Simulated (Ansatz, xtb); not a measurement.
## Two isomers of C5H5N

We compare a, `C=C/C=C/C#N`, a singlet, with b, `C=CC(=C)C#N`, a singlet. Both are isolated molecules in the gas phase, relaxed with r2SCAN-D4/def2-SVP; the shapes shown needn't be the lowest conformers.

a (Å):

```xyz
11

C    -2.4414   -0.0444   -0.3066
C    -1.1391   -0.2402   -0.0210
C    -0.3498    0.6826    0.7609
C     0.9629    0.4870    1.0500
C     1.7323    1.3980    1.8189
N     2.3814    2.1356    2.4495
H    -3.0106   -0.7632   -0.9014
H    -2.9714    0.8450    0.0505
H    -0.6292   -1.1394   -0.3899
H    -0.8481    1.5853    1.1353
H     1.4839   -0.4076    0.6874
```

b (Å):

```yaml
atoms:
  - { symbol: C, position_ang: [-0.4875, -0.9498, 1.8964] }
  - { symbol: C, position_ang: [-0.6727, -0.5010, 0.6447] }
  - { symbol: C, position_ang: [-0.4390, 0.8784, 0.2049] }
  - { symbol: C, position_ang: [-0.6377, 1.2922, -1.0691] }
  - { symbol: C, position_ang: [0.0228, 1.8186, 1.1907] }
  - { symbol: N, position_ang: [0.3961, 2.5572, 2.0104] }
  - { symbol: H, position_ang: [-0.6824, -1.9939, 2.1530] }
  - { symbol: H, position_ang: [-0.1373, -0.2871, 2.6948] }
  - { symbol: H, position_ang: [-1.0238, -1.1798, -0.1411] }
  - { symbol: H, position_ang: [-0.9885, 0.5852, -1.8258] }
  - { symbol: H, position_ang: [-0.4558, 2.3259, -1.3698] }
```

Quicker runs give these differences E(b) − E(a): GFN2-xTB +2.61 kcal/mol; HF/STO-3G +1.79 kcal/mol (at GFN2-xTB geometries); r2SCAN-D4/def2-SVP//GFN2-xTB +3.03 kcal/mol.

Question: Estimate E(b) − E(a) at the level CCSD(T)/def2-SVP + ΔMP2/def2-TZVPP.

Answer: CCSD(T)/def2-SVP + ΔMP2/def2-TZVPP gives E(b) − E(a) = +0.73 kcal/mol, slightly favouring structure a, which is too small a margin to settle the true order.

How the difference moves with the method:

| level | geometry | E(b) − E(a) (kcal/mol) | departure from the last row (kcal/mol) | job, with rough time for the two |
| --- | --- | --- | --- | --- |
| GFN2-xTB | GFN2-xTB | +2.61 | +1.88 | optimisation, 0.092 s |
| HF/STO-3G | GFN2-xTB | +1.79 | +1.06 | single point, 0.28 s |
| r2SCAN-D4/def2-SVP//GFN2-xTB | GFN2-xTB | +3.03 | +2.30 | single point, 3.8 s |
| r2SCAN-D4/def2-SVP | r2SCAN-D4/def2-SVP | +2.97 | +2.24 | optimisation, 32 s |
| HF/def2-SVP | r2SCAN-D4/def2-SVP | +2.01 | +1.28 | part of the CCSD(T) run |
| MP2/def2-SVP | r2SCAN-D4/def2-SVP | +1.17 | +0.44 | part of the CCSD(T) run |
| CCSD(T)/def2-SVP | r2SCAN-D4/def2-SVP | +1.09 | +0.36 | single point |
| CCSD(T)/def2-SVP + ΔMP2/def2-TZVPP | r2SCAN-D4/def2-SVP | +0.73 |  | single point, 39 s |

As drawn, both hold the same kinds of bond in the same numbers.

The largest departure from CCSD(T)/def2-SVP + ΔMP2/def2-TZVPP is that of r2SCAN-D4/def2-SVP//GFN2-xTB, 2.30 kcal/mol. The last row adds to CCSD(T) the change of the MP2 difference between the two basis sets, here −0.36 kcal/mol.

With harmonic frequencies from r2SCAN-D4/def2-SVP (ideal gas, rigid rotor, one conformer each, 298.15 K, 1 atm): on the last row, ΔE + ΔZPE = +0.68, ΔH = +0.60, ΔG = +0.76 kcal/mol.

The correlated steps freeze 6 core orbitals. Codes used: Ansatz 0.2.0, xtb 6.7.1; the last row on 2 threads of Arm Neoverse V2 on a shared host.
